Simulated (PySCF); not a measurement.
Below is a simulated gas-phase C 1s photoelectron spectrum of `C=NC=O`.

Every computed line was given a Gaussian of 0.5 eV full width at half maximum and an area set by the number of equivalent atoms; the highest printed point is 100. Computed, not measured: delta-SCF UKS SCAN, pcX-2 on the ionised atom, pcseg-1 elsewhere, spin-free X2C in PySCF 2.14.0.

```
binding energy (eV)  intensity
              292.4          1
              292.5          2
              292.6          7
              292.7         19
              292.8         41
              292.9         68
              293.0         92
              293.1        100
              293.2         87
              293.3         60
              293.4         34
              293.5         15
              293.6          5
              293.7          2
              293.8          3
              293.9          9
              294.0         22
              294.1         44
              294.2         72
              294.3         95
              294.4         99
              294.5         83
              294.6         56
              294.7         30
              294.8         13
              294.9          5
              295.0          1
              295.1          0
```

Question: Count the maxima, the lines and the sites behind this envelope.

Answer: The curve has 2 maxima (at 293.1 and 294.4 eV). Under it lie 2 lines from 2 inequivalent carbon sites.

Question: Decompose the envelope and assign each component. Numbering: `[CH2:1]=[N:2][CH:3]=[O:4]`.

Answer: 
```json
{"position (eV)": "293.09", "relative area": "1", "line": "C 1s", "atoms": "C1", "environment": "imine carbon"}
{"position (eV)": "294.37", "relative area": "1", "line": "C 1s", "atoms": "C3", "environment": "carbonyl carbon"}
```

Question: What are the centre and the root-mean-square width of the whole band?

Answer: The area-weighted mean of the lines is 293.73 eV. Their own spread about it is 0.64 eV (rms) and each Gaussian has σ = 0.5/2.355 = 0.21 eV; the variances add, which gives 0.68 eV.

Question: Above which line width would these two lines show one maximum?

Answer: Two equal Gaussians merge once their distance is under 2σ = FWHM/1.177. With 1.29 eV between them that is a full width over 1.52 eV.

The listed C 1s values span 1.28 eV, from C1 (bonded to N (double bond) and 2 H) to C3 (bonded to O (double bond), N and H). Summing the Pauling electronegativity differences to the bonded atoms, each weighted by its formal bond order, gives +0.28 for the lowest site and +1.92 for the highest.

No satellites, vibrations or lifetime broadening are included. Spin contamination (⟨S²⟩ against 0.75 for a pure doublet) is marked for C 1s of C1 (0.85), which makes this value less certain. Isolated species at its PBE0-D3(BJ)/def2-SVP geometry (one conformer only).

Conformer computed: `[CH2:1]=[N:2][CH:3]=[O:4]`: C1–N2–C3–O4 -68°.
